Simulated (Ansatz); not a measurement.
Geometry optimisation, RKS B3LYP/6-31G* (Ansatz).

The input (input.yaml):

```yaml
crystal:
  periodic: [false, false, false]
  atoms:
    - { symbol: B, position_ang: [-0.003859, 0.270896, 0.064512] }
    - { symbol: Cl, position_ang: [-0.016292, 0.630576, 1.859013] }
    - { symbol: H, position_ang: [1.05418, 0.27184, -0.46598] }
    - { symbol: H, position_ang: [-1.058239, 0.19394, -0.467426] }
    - { symbol: F, position_ang: [0.061251, -2.185376, 0.599267] }
    - { symbol: H, position_ang: [0.08326, -1.911076, 1.491314] }
basis:
  gaussian: { orbitals: "6-31G*" }
hamiltonian:
  xc: b3lyp
relax:
  f_tol: 0.03
  max_steps: 50
```

Launched with:

```bash
$ ansatz run input.yaml --threads 1 --pin off --max-ram 2048MiB --backend cpu --events-out ev --progress --plain --runs-dir out
```

Problem. Where does it end, and by what steps?

Solution. The run converged. After 7 steps the energy has fallen by 0.072 eV; F5 moved furthest, 0.30 Å.

| step | energy less start (eV) | largest force component (eV/Å) | accepted |
| --- | --- | --- | --- |
| 0 | 0.0000 | 0.932 | yes |
| 1 | -0.0402 | 0.798 | yes |
| 2 | -0.0381 | 0.491 | no |
| 3 | -0.0655 | 0.211 | yes |
| 4 | -0.0673 | 0.220 | yes |
| 5 | -0.0719 | 0.066 | yes |
| 6 | -0.0721 | 0.037 | yes |
| 7 | -0.0721 | 0.017 | yes |

```xyz
6
Properties=species:S:1:pos:R:3
B 0.002 0.120 0.130
Cl -0.012 0.640 1.857
H 1.047 0.172 -0.428
H -1.049 0.099 -0.422
F 0.071 -1.902 0.501
H 0.062 -1.858 1.444
```

Whether the end is a true minimum wasn't checked by a vibrational analysis.

Time of the run: 7.4 s on 1 thread of Intel(R) Xeon(R) 6975P-C (Granite Rapids) (shared host), peak memory 0.14 GiB.
